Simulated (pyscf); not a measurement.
HO–BH–F (SMILES OBF) + H₂ (SMILES [H][H]) -> H₂B–OH (SMILES BO) + HF (SMILES F), a four-centre exchange (singlet surface; B–F, H–H broken, B–H, F–H formed). Structures and frequencies: ωB97X-D3(BJ)/def2-SVP in PySCF. Energies in kJ/mol from the separated reactants.

Small-basis levels: PySCF, no dispersion term, spherical d functions. AM1 to PM7: differences of heats of formation from MOPAC, which are fitted to 298 K values and so differ in kind from electronic energies by zero-point and thermal terms. GFN2-xTB: tblite. Cost: rough CPU time at the saddle relative to B3LYP/6-31G*, from one job on a shared machine.

| level | barrier | reaction energy | cost |
|---|---|---|---|
| HF/STO-3G | 373.4 | +191.8 | 0.08 |
| HF/3-21G | [?] | +202.8 | 0.10 |
| MP2/6-31G* | 259.5 | +179.6 | 0.1 |
| B3LYP/3-21G | 232.4 | +241.6 | 0.7 |
| B3LYP/6-31G* | 240.4 | +185.7 | 1 |
| M06-2X/6-31G* | [?] | +181.7 | 2 |
| B3LYP/6-311+G** | 222.0 | +124.5 | 2 |
| GFN2-xTB | 246.5 | +118.2 | under 0.02 |
| AM1 | 397.0 | +147.5 | under 0.02 |
| ωB97M-D3(BJ)/def2-TZVP | [?] | +140.7 | – |

What belongs in the gaps?


- HF/3-21G, barrier: 304.1
- M06-2X/6-31G*, barrier: 242.3
- ωB97M-D3(BJ)/def2-TZVP, barrier: 220.4

Against the last row the barrier runs from +1.6 (B3LYP/6-311+G**) to +176.6 kJ/mol (AM1). At B3LYP/3-21G this geometry lies under one side, so the entry may be no barrier of that level: it is a single point on another level's saddle. ωB97M-D3(BJ)/def2-TZVP has limits of its own. The same reactants have a lower exit, to H₂B–F + H₂O (barrier +198.3 kJ/mol at ωB97M-D3(BJ)/def2-TZVP, against +220.4 kJ/mol here). This is the saddle that the search found; another between the same sides may lie lower.
